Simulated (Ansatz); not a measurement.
Relaxation of FH7Si2 (10 atoms, charge 0, multiplicity 1), to a largest force component of 0.03 eV/Å in at most 50 steps.

Level of theory: RKS PBE0/def2-SVP in Ansatz.

```xyz
10
Properties=species:S:1:pos:R:3:forces:R:3
Si -0.448 0.044 -0.423 0.98 -0.05 -0.80
F 0.089 -0.195 2.312 0.16 0.05 0.20
H 0.531 1.071 0.030 0.00 0.00 -0.01
H -0.735 0.296 -1.875 -0.01 0.00 0.01
H 0.138 -1.327 -0.325 -0.01 0.01 0.01
Si -2.396 0.180 0.710 -1.05 0.08 0.55
H -3.571 -0.187 -0.141 0.00 0.00 0.02
H -2.417 -0.773 1.879 0.01 0.00 -0.02
H -2.627 1.545 1.273 0.02 0.00 -0.01
H -0.675 -0.653 2.560 -0.09 -0.08 0.05
```

Question: Where does it end, and by what steps?

Answer: The run converged. The force dipped under the threshold on the way, but the program's further checks kept it going. After 9 steps the energy has fallen by 0.085 eV; F2 moved furthest, 0.25 Å.

```csv
step,energy less start (eV),largest force component (eV/Å),accepted
0,0.0000,1.046,yes
1,-0.0736,0.614,yes
2,-0.0771,0.412,yes
3,-0.0810,0.217,yes
4,-0.0736,0.324,no
5,-0.0834,0.112,yes
6,-0.0770,0.731,no
7,-0.0845,0.024,yes
8,-0.0840,0.104,no
9,-0.0847,0.028,yes
```

```xyz
10
Properties=species:S:1:pos:R:3
Si -0.426 0.043 -0.525
F 0.046 -0.115 2.545
H 0.552 1.067 -0.063
H -0.731 0.283 -1.971
H 0.160 -1.325 -0.394
Si -2.418 0.176 0.715
H -3.618 -0.126 -0.125
H -2.407 -0.844 1.821
H -2.590 1.521 1.340
H -0.679 -0.679 2.658
```

Time of the run: 18 s on 2 threads of Arm Neoverse V1, with other jobs on the host, peak memory 0.16 GiB.
